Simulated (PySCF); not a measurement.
## Energy of Al⁻ (aluminium, charge -1) between two integer charges

The 3p alpha orbital of [Ne] 3s2 3p2 is emptied in steps (occupation f), with all orbitals relaxed, ending at [Ne] 3s2 3p1. Computed with PySCF 2.14 in def2-TZVPPD (6s5p4d1f, 48 functions), with the non-relativistic Hamiltonian (point nucleus). The exact energy is a straight line in f; departures are measured from the line between the end points of the same method.

```
  f  UHF (eV)  LDA (eV)  PBE (eV)  PBE0 (eV)  r2SCAN (eV)  LC-wPBE (eV)  BHandHLYP (eV)  wB97X (eV)  BLYP (eV)  HSE06 (eV)
  1     0.000     0.000     0.000      0.000        0.000         0.000           0.000       0.000      0.000       0.000
0.9     0.041    -0.238    -0.231     -0.164       -0.219         0.021          -0.103       0.011     -0.237      -0.198
0.7     0.093    -0.558    -0.539     -0.382       -0.507         0.051          -0.239       0.027     -0.552      -0.461
0.5     0.109    -0.665    -0.641     -0.451       -0.595         0.064          -0.284       0.032     -0.658      -0.545
0.3     0.089    -0.559    -0.536     -0.375       -0.489         0.057          -0.237       0.027     -0.552      -0.454
0.1     0.037    -0.239    -0.228     -0.159       -0.204         0.026          -0.101       0.010     -0.236      -0.193
  0     0.000     0.000     0.000      0.000        0.000         0.000           0.000       0.000      0.000       0.000
```

```json
{"method": "UHF", "E(f=0) − E(f=1) (eV)": "-0.278", "−ε at f=1 (eV)": "0.182", "−ε at f=0.5 (eV)": "-0.290"}
{"method": "LDA", "E(f=0) − E(f=1) (eV)": "0.212", "−ε at f=1 (eV)": "-2.434", "−ε at f=0.5 (eV)": "0.207"}
{"method": "PBE", "E(f=0) − E(f=1) (eV)": "0.190", "−ε at f=1 (eV)": "-2.377", "−ε at f=0.5 (eV)": "0.197"}
{"method": "PBE0", "E(f=0) − E(f=1) (eV)": "0.213", "−ε at f=1 (eV)": "-1.617", "−ε at f=0.5 (eV)": "0.231"}
{"method": "r2SCAN", "E(f=0) − E(f=1) (eV)": "0.303", "−ε at f=1 (eV)": "-2.144", "−ε at f=0.5 (eV)": "0.355"}
{"method": "LC-wPBE", "E(f=0) − E(f=1) (eV)": "0.274", "−ε at f=1 (eV)": "0.504", "−ε at f=0.5 (eV)": "0.292"}
{"method": "BHandHLYP", "E(f=0) − E(f=1) (eV)": "-0.073", "−ε at f=1 (eV)": "-1.216", "−ε at f=0.5 (eV)": "-0.068"}
{"method": "wB97X", "E(f=0) − E(f=1) (eV)": "0.039", "−ε at f=1 (eV)": "0.161", "−ε at f=0.5 (eV)": "0.041"}
{"method": "BLYP", "E(f=0) − E(f=1) (eV)": "-0.108", "−ε at f=1 (eV)": "-2.734", "−ε at f=0.5 (eV)": "-0.106"}
{"method": "HSE06", "E(f=0) − E(f=1) (eV)": "0.200", "−ε at f=1 (eV)": "-2.007", "−ε at f=0.5 (eV)": "0.219"}
```

Orbital energy along the path (eV):

| f | UHF | LDA | PBE | PBE0 | r2SCAN | LC-wPBE | BHandHLYP | wB97X | BLYP | HSE06 |
| --- | --- | --- | --- | --- | --- | --- | --- | --- | --- | --- |
| 1 | -0.182 | 2.434 | 2.377 | 1.617 | 2.144 | -0.504 | 1.216 | -0.161 | 2.734 | 2.007 |
| 0.9 | -0.081 | 1.911 | 1.864 | 1.245 | 1.638 | -0.464 | 0.986 | -0.138 | 2.212 | 1.559 |
| 0.7 | 0.111 | 0.857 | 0.835 | 0.503 | 0.632 | -0.382 | 0.526 | -0.093 | 1.162 | 0.666 |
| 0.5 | 0.290 | -0.207 | -0.197 | -0.231 | -0.355 | -0.292 | 0.068 | -0.041 | 0.106 | -0.219 |
| 0.3 | 0.457 | -1.276 | -1.224 | -0.949 | -1.295 | -0.186 | -0.385 | 0.021 | -0.949 | -1.086 |
| 0.1 | 0.615 | -2.343 | -2.230 | -1.636 | -2.147 | -0.051 | -0.828 | 0.062 | -1.992 | -1.924 |
| 0 | 0.690 | -2.869 | -2.716 | -1.963 | -2.525 | 0.031 | -1.048 | 0.052 | -2.500 | -2.328 |

At f = 1 the orbital energy is positive for LDA, PBE, PBE0, r2SCAN, BHandHLYP, BLYP, HSE06: only the finite basis holds the electron.

Reference removal energy between the ground levels: 0.433 eV (measured; photodetachment measurements, as compiled on the Wikipedia data page of electron affinities). The calculation has no spin-orbit coupling. UHF lacks correlation.
